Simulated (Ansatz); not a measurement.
The input, for Ansatz 0.2.0:

```yaml
crystal:
  periodic: [false, false, false]
  atoms:
    - {symbol: Ge, position_ang: [0.000000, 0.000000, -2.463700]}
    - {symbol: Al, position_ang: [0.000000, 0.000000, 0.027100]}
    - {symbol: Si, position_ang: [0.000000, 0.000000, 2.436600]}
basis:
  gaussian: {orbitals: cc-pVTZ}
magnetization: {spin_polarized: false, initial_magnetization: 1}
correlation: {method: ccsdt_q, electrons: outside_noble_gas}
```

```sh
$ ansatz run in.yaml --threads 2 --pin off --events-out ev --progress --plain --max-ram 16896MiB --backend cuda --devices 0, --max-vram 18GiB
```

Log:

```
1259 factors; integrals over basis functions are off by at most 2.6e-7 eV
mean field evaluation 1: about -70914.7999 eV, gradient 8.0e0 eV
mean field evaluation 2: about -70914.9099 eV, gradient 8.1e0 eV
mean field evaluation 4: about -70915.5326 eV, gradient 5.2e0 eV
mean field evaluation 8: about -70915.7484 eV, gradient 2.6e-1 eV
mean field evaluation 16: about -70916.1752 eV, gradient 1.9e0 eV
mean field evaluation 32: about -70915.7341 eV, gradient 1.3e0 eV
mean field evaluation 64: about -70915.8146 eV, gradient 6.1e-1 eV
mean field evaluation 96: about -70916.4381 eV, gradient 4.1e-1 eV
mean field evaluation 128: about -70916.4705 eV, gradient 5.0e-6 eV
mean field evaluation 160: about -70915.5551 eV, gradient 5.9e0 eV
...
mean field -70916.47049483 eV, -2606.1322217748 hartree, gradient 8.8e-6 eV, S^2 0.750000; 29 other end points of the search recorded, 0 dependent functions left out
...
determinant -70916.47049483 eV, -2606.1322217748 hartree, with singles and doubles -70923.93305666 eV, -2606.4064658637 hartree
determinant -70916.43941804 eV, -2606.1310797240 hartree, with singles and doubles -70923.95482816 eV, -2606.4072659518 hartree
determinant -70916.43941804 eV, -2606.1310797240 hartree, with singles and doubles -70923.95576852 eV, -2606.4073005091 hartree
determinant -70916.11483332 eV, -2606.1191514553 hartree, with singles and doubles -70923.42185814 eV, -2606.3876796647 hartree
determinant -70916.04377001 eV, -2606.1165399271 hartree, with singles and doubles -70923.38767931 eV, -2606.3864236160 hartree
determinant -70915.87173603 eV, -2606.1102177950 hartree, with singles and doubles -70923.45188176 eV, -2606.3887830124 hartree
determinant -70915.74949048 eV, -2606.1057253538 hartree, with singles and doubles -70923.73093536 eV, -2606.3990380429 hartree
determinant -70915.02420576 eV, -2606.0790716319 hartree, with singles and doubles -70922.86098489 eV, -2606.3670679530 hartree
determinant -70914.77608380 eV, -2606.0699533182 hartree, with singles and doubles -70922.95146478 eV, -2606.3703930274 hartree
determinant -70914.50394893 eV, -2606.0599525459 hartree, with singles and doubles -70921.90559433 eV, -2606.3319579974 hartree
determinant -70914.00894499 eV, -2606.0417614866 hartree, with singles and doubles -70923.04155110 eV, -2606.3737036388 hartree
determinant -70913.69413680 eV, -2606.0301924992 hartree, with singles and doubles -70921.74481718 eV, -2606.3260495461 hartree
determinant -70913.60478274 eV, -2606.0269087980 hartree, with singles and doubles -70921.77849193 eV, -2606.3272870702 hartree
determinant -70913.60181616 eV, -2606.0267997782 hartree, with singles and doubles -70922.28515784 eV, -2606.3459066990 hartree
determinant -70913.34717398 eV, -2606.0174418505 hartree, with singles and doubles -70921.01826753 eV, -2606.2993493391 hartree
determinant -70913.20676374 eV, -2606.0122818694 hartree, with singles and doubles -70920.92731896 eV, -2606.2960070408 hartree
determinant -70913.16354231 eV, -2606.0106935111 hartree, with singles and doubles -70920.97671505 eV, -2606.2978223135 hartree
determinant -70916.47049483 eV, -2606.1322217748 hartree, with singles and doubles -70923.81719106 eV, -2606.4022078814 hartree
determinant -70916.43941804 eV, -2606.1310797240 hartree, with singles and doubles -70923.83801869 eV, -2606.4029732830 hartree
determinant -70916.43941804 eV, -2606.1310797240 hartree, with singles and doubles -70923.83801777 eV, -2606.4029732491 hartree
determinant -70916.11483332 eV, -2606.1191514553 hartree, with singles and doubles -70923.30761008 eV, -2606.3834811261 hartree
determinant -70916.04377001 eV, -2606.1165399271 hartree, with singles and doubles -70923.27697103 eV, -2606.3823551617 hartree
determinant -70915.87173603 eV, -2606.1102177950 hartree, with singles and doubles -70923.32823090 eV, -2606.3842389271 hartree
determinant -70916.47049483 eV, -2606.1322217748 hartree, with singles and doubles -70923.87152341 eV, -2606.4042045586 hartree
determinant -70916.43941804 eV, -2606.1310797240 hartree, with singles and doubles -70923.91672610 eV, -2606.4058657266 hartree
determinant -70916.43941804 eV, -2606.1310797240 hartree, with singles and doubles -70923.91672534 eV, -2606.4058656988 hartree
determinant -70916.11483332 eV, -2606.1191514553 hartree, with singles and doubles -70923.32839418 eV, -2606.3842449276 hartree
determinant -70915.87173603 eV, -2606.1102177950 hartree, with singles and doubles -70923.33375285 eV, -2606.3844418549 hartree
determinant -70915.74949048 eV, -2606.1057253538 hartree, with singles and doubles -70923.73702637 eV, -2606.3992618835 hartree
determinant -70914.14303528 eV, -2606.0466892139 hartree, with singles and doubles -70922.81672828 eV, -2606.3654415523 hartree
determinant -70914.14303528 eV, -2606.0466892139 hartree, with singles and doubles -70923.76681132 eV, -2606.4003564602 hartree
unrestricted determinant -70917.92959088 eV, -2606.1858425658 hartree, S^2 2.8258
24 core orbitals not correlated: weight in the atoms' cores, before any rotation towards them, 1.000 or more for the frozen orbitals, at most 0.000 for the correlated occupied ones
reference -70914.14303528 eV, -2606.0466892139 hartree; 6, 5 occupied and 81, 82 virtual orbitals, 1259 factors
second order -9.21437489 eV of doubles, -0.10448754 eV of singles
...
cycle  76  -10.42201563 eV  change   -2.1e-6 eV  update   2.7e-6
cycle  77  -10.42202002 eV  change   -4.4e-6 eV  update   2.5e-6
cycle  78  -10.42202281 eV  change   -2.8e-6 eV  update   2.3e-6
cycle  79  -10.42202730 eV  change   -4.5e-6 eV  update   2.0e-6
cycle  80  -10.42203230 eV  change   -5.0e-6 eV  update   1.6e-6
cycle  81  -10.42203253 eV  change   -2.3e-7 eV  update   1.2e-6
cycle  82  -10.42203644 eV  change   -3.9e-6 eV  update   9.3e-7
cycle  83  -10.42203561 eV  change    8.3e-7 eV  update   6.1e-7
cycle  84  -10.42203614 eV  change   -5.3e-7 eV  update   3.5e-7
cycle  85  -10.42203602 eV  change    1.2e-7 eV  update   2.1e-7
perturbative correction -0.26496976 eV, -0.0097374591 hartree
WARN: the results are in doubt because among natural orbitals full CI differs from the method by +0.098 eV
Total energy: -70924.83004106 eV, -2606.4394294324 hartree
In doubt: among natural orbitals full CI differs from the method by +0.098 eV
```

The determinant lies 2.33 eV above the lowest one of its kind in the log. The T1 diagnostic is 0.240, too large for the energy to be relied on.

Ran on 2 threads of AMD EPYC 7R13 with a shared H100 80 GB, shared host: 51 s wall, 1.2 GiB peak host memory.
